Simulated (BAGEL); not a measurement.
# singlet CH4NSi−: levels of theory compared

Wanted: a comparison of 6 runs (HF/STO-3G, HF/6-31G*, B3LYP/6-31G*, B3LYP/def2-SVPD, PBE0/def2-SVPD, RI-MP2/def2-SVPD) of singlet CH4NSi−. 

The results are computed with BAGEL 1.2.2.

2 further runs of the same task are left out: 2 set aside as unsound or not needed.

## (1) The system as given

CH4NSi− has 7 atoms, charge -1, and is taken as a singlet. SMILES of the parent species: `[H]/N=C/[SiH2]`. The shape is that of a GFN2-xTB optimisation. This is one conformer, not always the lowest. That shape belongs to the parent species and isn't relaxed for this state.

Bond lengths: N1–C2 1.286 Å, C2–Si3 1.829 Å, N1–H4 1.018 Å, C2–H5 1.102 Å, Si3–H6 1.445 Å, Si3–H7 1.453 Å. Angles: N1–C2–Si3 119.7°, N1–C2–H5 123.0°, Si3–C2–H5 117.4°, C2–N1–H4 114.6°, C2–Si3–H6 123.1°, C2–Si3–H7 118.6°, H6–Si3–H7 118.3°.

## (2) The energy at HF/STO-3G (density fitting with qzvpp-jkfit) (run 1)

The input, calc.json:

```json
{ "bagel": [

{
  "title": "molecule",
  "basis": "sto-3g",
  "df_basis": "qzvpp-jkfit",
  "angstrom": true,
  "geometry": [
    { "atom": "N", "xyz": [   -1.548860,   -0.132150,   -0.159430 ] },
    { "atom": "C", "xyz": [   -0.314040,   -0.117140,   -0.518110 ] },
    { "atom": "Si", "xyz": [    0.986230,    0.201460,    0.727650 ] },
    { "atom": "H", "xyz": [   -2.206780,   -0.315210,   -0.914920 ] },
    { "atom": "H", "xyz": [    0.010790,   -0.289530,   -1.556520 ] },
    { "atom": "H", "xyz": [    0.698950,    0.439760,    2.123830 ] },
    { "atom": "H", "xyz": [    2.373720,    0.212800,    0.297500 ] }
  ]
},
{ "title": "hf", "charge": -1 },
{ "title": "print", "file": "orbitals.molden", "orbitals": true }

]}
```

Run with:

```sh
BAGEL_NUM_THREADS=1 BAGEL calc.json > calc.out
```

Standard output:

```text
* using 1 threads per process

  ===============================================================
  ===============================================================

  *** Geometry ***

  { "atom" : "N", "xyz" : [     -2.926921,     -0.249727,     -0.301279 ] },
  { "atom" : "C", "xyz" : [     -0.593450,     -0.221363,     -0.979086 ] },
  { "atom" : "Si", "xyz" : [      1.863705,      0.380704,      1.375059 ] },
  { "atom" : "H", "xyz" : [     -4.170210,     -0.595661,     -1.728948 ] },
  { "atom" : "H", "xyz" : [      0.020390,     -0.547132,     -2.941397 ] },
  { "atom" : "H", "xyz" : [      1.320824,      0.831026,      4.013457 ] },
  { "atom" : "H", "xyz" : [      4.485681,      0.402134,      0.562194 ] },

  Number of auxiliary basis functions:      352

  Since a DF basis is specified, we compute 2- and 3-index integrals:
    o Being stored without compression. Storage requirement is 0.001 GB

  Number of basis functions:       23
  Number of electrons      :       31

    * METHOD: MOLECULE                             0.10

  *** RHF ***

  === Nuclear Repulsion ===
    91.1490195402

      * DIIS with orbital gradients will be used.

  === RHF iteration (sto-3g) ===
      0       -378.62836309          0.02130396           0.01
      1       -378.71183527          0.01041070           0.01
      2       -378.73135561          0.00176597           0.01
[... 9 lines of this table left out ...]
     12       -378.73357637          0.00000000           0.01
    * SCF iteration converged.

    * Permanent dipole moment:
           (   -0.223402,     0.112046,     0.672027) a.u.

    * METHOD: HF                                   0.18

    * METHOD: PRINT                                0.00

  ===============================================================
```

Wall time 0.52 s (1 thread of Intel Xeon Platinum 8259CL at 2.50GHz (Skylake/Cascade Lake), shared host); peak memory 0.08 GiB.

## (3) A single-point energy at HF/6-31G(d) (density fitting with qzvpp-jkfit, spherical functions) (run 2)

The input, job.json:

```json
{ "bagel": [

{
  "title": "molecule",
  "basis": "6-31gs.json",
  "df_basis": "qzvpp-jkfit",
  "angstrom": true,
  "geometry": [
    { "atom": "N", "xyz": [      -1.548860,      -0.132150,      -0.159430 ] },
    { "atom": "C", "xyz": [      -0.314040,      -0.117140,      -0.518110 ] },
    { "atom": "Si", "xyz": [       0.986230,       0.201460,       0.727650 ] },
    { "atom": "H", "xyz": [      -2.206780,      -0.315210,      -0.914920 ] },
    { "atom": "H", "xyz": [       0.010790,      -0.289530,      -1.556520 ] },
    { "atom": "H", "xyz": [       0.698950,       0.439760,       2.123830 ] },
    { "atom": "H", "xyz": [       2.373720,       0.212800,       0.297500 ] }
  ]
},

{
  "title": "hf",
  "charge": -1
},

{
  "title": "print",
  "file": "orbitals.molden",
  "orbitals": true
}

]}
```

The basis set 6-31G* is read from a file made from the Basis Set Exchange's data (not shown).

Run with:

```sh
BAGEL_NUM_THREADS=1 BAGEL job.json > job.out
```

Standard output:

```text
* using 1 threads per process

  ===============================================================
  ===============================================================

  *** Geometry ***

  { "atom" : "N", "xyz" : [     -2.926921,     -0.249727,     -0.301279 ] },
  { "atom" : "C", "xyz" : [     -0.593450,     -0.221363,     -0.979086 ] },
  { "atom" : "Si", "xyz" : [      1.863705,      0.380704,      1.375059 ] },
  { "atom" : "H", "xyz" : [     -4.170210,     -0.595661,     -1.728948 ] },
  { "atom" : "H", "xyz" : [      0.020390,     -0.547132,     -2.941397 ] },
  { "atom" : "H", "xyz" : [      1.320824,      0.831026,      4.013457 ] },
  { "atom" : "H", "xyz" : [      4.485681,      0.402134,      0.562194 ] },

  Number of auxiliary basis functions:      352

  Since a DF basis is specified, we compute 2- and 3-index integrals:
    o Being stored without compression. Storage requirement is 0.008 GB

  Number of basis functions:       54
  Number of electrons      :       31

    * METHOD: MOLECULE                             0.14

  *** RHF ***

  === Nuclear Repulsion ===
    91.1490195402

      * DIIS with orbital gradients will be used.

  === RHF iteration (6-31gs.json) ===
      0       -383.05875832          0.03553056           0.02
      1       -383.19819966          0.03098366           0.02
      2       -383.43035737          0.00371970           0.02
[... 12 lines of this table left out ...]
     15       -383.44029974          0.00000000           0.02
    * SCF iteration converged.

    * Permanent dipole moment:
           (    0.337886,     0.238222,     1.146179) a.u.

    * METHOD: HF                                   0.46

    * METHOD: PRINT                                0.01

  ===============================================================
```

It took 0.82 s on 1 thread of Intel Xeon Platinum 8259CL at 2.50GHz (Skylake/Cascade Lake), shared host; peak memory 0.08 GiB.

Run 3 isn't shown in full; the table further down has it.

## (4) The energy at B3LYP/def2-SVPD (density fitting with qzvpp-jkfit) (run 4)

The input, calc.json:

```json
{ "bagel": [

{
  "title": "molecule",
  "basis": "def2-svpd.json",
  "df_basis": "qzvpp-jkfit",
  "angstrom": "true",
  "geometry": [
    { "atom": "N", "xyz": [      -1.548860,      -0.132150,      -0.159430 ] },
    { "atom": "C", "xyz": [      -0.314040,      -0.117140,      -0.518110 ] },
    { "atom": "Si", "xyz": [       0.986230,       0.201460,       0.727650 ] },
    { "atom": "H", "xyz": [      -2.206780,      -0.315210,      -0.914920 ] },
    { "atom": "H", "xyz": [       0.010790,      -0.289530,      -1.556520 ] },
    { "atom": "H", "xyz": [       0.698950,       0.439760,       2.123830 ] },
    { "atom": "H", "xyz": [       2.373720,       0.212800,       0.297500 ] }
  ]
},

{ "title": "ks", "xc_func": "b3lyp", "charge": -1 },

{ "title": "print", "file": "orbitals.molden", "orbitals": "true" }

]}
```

The basis set def2-SVPD is read from a file made from the Basis Set Exchange's data (not shown).

Run with:

```sh
BAGEL_NUM_THREADS=1 BAGEL calc.json > calc.out
```

Standard output:

```text
* using 1 threads per process

  ===============================================================
  ===============================================================

  *** Geometry ***

[... 20 lines left out ...]
    * Removing 11296 points whose weight is below 1.00e-10
[... 2 lines left out ...]
  === Nuclear Repulsion ===
    91.1490195402

       - DIIS with orbital gradients will be used.

  === KS iteration (b3lyp / def2-svpd.json) ===
      0       -364.95085034          0.11036570           0.39
      1       -362.74006098          0.12011482           0.66
      2       -361.68009450          0.13395709           0.39
[... 15 lines of this table left out ...]
     18       -384.56107522          0.00000001           0.37
    * SCF iteration converged.

    * Permanent dipole moment:
           (    0.151788,     0.150005,     0.744612) a.u.

    * METHOD: KS                                   8.18

    * METHOD: PRINT                                0.02

  ===============================================================
```

Wall time 8.7 s (1 thread of Intel Xeon Platinum 8259CL at 2.50GHz (Skylake/Cascade Lake), shared host); peak memory 0.41 GiB.

Run 5 isn't shown in full; the table further down has it.

## (5) The energy at RI-MP2/def2-SVPD (density fitting with qzvpp-jkfit) (run 6)

The input, calc.json:

```json
{ "bagel" : [

{
  "title" : "molecule",
  "basis" : "def2-svpd.json",
  "df_basis" : "qzvpp-jkfit",
  "angstrom" : true,
  "geometry" : [
    { "atom" : "N", "xyz" : [      -1.548860,      -0.132150,      -0.159430 ] },
    { "atom" : "C", "xyz" : [      -0.314040,      -0.117140,      -0.518110 ] },
    { "atom" : "Si", "xyz" : [       0.986230,       0.201460,       0.727650 ] },
    { "atom" : "H", "xyz" : [      -2.206780,      -0.315210,      -0.914920 ] },
    { "atom" : "H", "xyz" : [       0.010790,      -0.289530,      -1.556520 ] },
    { "atom" : "H", "xyz" : [       0.698950,       0.439760,       2.123830 ] },
    { "atom" : "H", "xyz" : [       2.373720,       0.212800,       0.297500 ] }
  ]
},

{ "title" : "hf", "charge" : -1 },

{ "title" : "mp2", "charge" : -1, "ncore" : 7 }

]}
```

The basis set def2-SVPD is read from a file made from the Basis Set Exchange's data (not shown).

Run with:

```sh
BAGEL_NUM_THREADS=1 BAGEL calc.json > calc.out
```

Standard output:

```text
* using 1 threads per process

  ===============================================================
  ===============================================================

  *** Geometry ***

[... 31 lines left out ...]
    * SCF iteration converged.
[... 1 line left out ...]
    * Permanent dipole moment:
[... 2 lines left out ...]
    * METHOD: HF                                   0.92

  *** RHF ***

  === Nuclear Repulsion ===
    91.1490195402

      * DIIS with orbital gradients will be used.

  === RHF iteration (def2-svpd.json) ===
      0       -383.31360851          0.00000000           0.04
    * SCF iteration converged.

    * Permanent dipole moment:
           (    0.250269,     0.188779,     0.912833) a.u.

  === DF-MP2 calculation ===

    * freezing 7 orbitals
    * 3-index integral transformation done
    * assembly done

      MP2 correlation energy:   -0.4425674311      0.03

      MP2 total energy:       -383.7561759430

    * METHOD: MP2                                  0.13

  ===============================================================
```

It took 1.5 s on 1 thread of Intel Xeon Platinum 8259CL at 2.50GHz (Skylake/Cascade Lake), shared host; peak memory 0.095 GiB.

## (6) Overview of the runs

```tsv
run	level	frozen core orbitals	energy (Eh)	HOMO energy (eV)	LUMO energy (eV)	HOMO–LUMO gap (eV)	wall time
1	HF/STO-3G (density fitting with qzvpp-jkfit)	–	-378.733576	5.15	16.16	11.01	0.52 s
2	HF/6-31G* (density fitting with qzvpp-jkfit, spherical functions)	–	-383.440300	0.09	9.84	9.75	0.82 s
3	B3LYP/6-31G* (density fitting with qzvpp-jkfit, spherical functions)	–	-384.675542	1.83	6.03	4.20	8.4 s
4	B3LYP/def2-SVPD (density fitting with qzvpp-jkfit)	–	-384.561075	1.47	4.78	3.31	8.7 s
5	PBE0/def2-SVPD (density fitting with qzvpp-jkfit)	–	-384.299328	1.28	5.03	3.75	9 s
6	RI-MP2/def2-SVPD (density fitting with qzvpp-jkfit)	7	-383.756176	–	–	–	1.5 s
```

## (7) Results

| quantity | value |
| --- | --- |
| run 6: total energy | -383.75618 Eh |
| run 6: correlation energy (7 core orbitals frozen) | -442.6 mEh |

In words: Over runs 1, 2, 3, 4, 5 the HOMO–LUMO gap runs from 3.31 eV (B3LYP/def2-SVPD) to 11.01 eV (HF/STO-3G). The two ends differ in method and basis. The empty levels of an anion lie above zero and hang on the basis. Totals of different functionals can't be ranked against each other. In runs 1, 2, 3, 4, 5 the HOMO lies above zero, so the outermost electron may be held by the basis alone. In run 1 the basis is minimal, so the values are rough. All runs together took 29 s, the longest 9 s.
